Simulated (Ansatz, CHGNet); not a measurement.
For 1T (CdI2-type) TiS2, the machine-learned potential CHGNet 0.3.0 (trained on PBE and PBE+U data) gives:

| Item | Value |
|---|---|
| lattice constant a | 3.415 Å |
| lattice parameter c | 6.236 Å |

Question: What does HSE06 (PAW; Ansatz, a quantum-chemistry and plane-wave program) give for the same quantities?

Answer: 
- lattice constant a: 3.410 Å (decreases by 0.1 %)
- lattice parameter c: 6.519 Å (grows by 4.5 %)

For comparison: lattice constant a 3.407 Å (measured, temperature not stated, not corrected to a static lattice; as tabulated in Chianelli et al. (1975), doi:10.1016/0025-5408(75)90100-2); lattice parameter c 5.695 Å (measured, temperature not stated, no zero-point or thermal correction; as tabulated in Chianelli et al. (1975), doi:10.1016/0025-5408(75)90100-2).

Changes are worked out from the printed values.

Unless a cell is named, each level is at its own relaxed cell (CHGNet 0.3.0 20.99, HSE06 21.88 Å³/atom).

Caveats: the cell comes from a level without a dispersion term, which matters for the spacing of layers, chains or molecules (HSE06). Ansatz's density-functional and Hartree–Fock values are scalar-relativistic unless marked +SOC, with PAW data made under PBE.
